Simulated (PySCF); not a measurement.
Diamond-structure Si was calculated with LNO-CCSD(T) (PySCF, GTH pseudopotentials, Gaussian basis, DZ basis).

The same calculation (at the measured cell, 20.013 Å³/atom) with different numerical settings; throughout: k mesh 2×2×2:

```
run  LNO threshold  total energy (eV/atom)   rough time
---  -------------  ----------------------  -----------
1            3e-05               -105.1058   100 core-s
2            1e-05               -105.0925  10 core-min
3            3e-06               -105.0892  30 core-min
```

In the column total energy (eV/atom) the first row differs from the last by -0.0166 and the next to last by -0.0033.

The last row is no converged limit: other settings stay fixed.
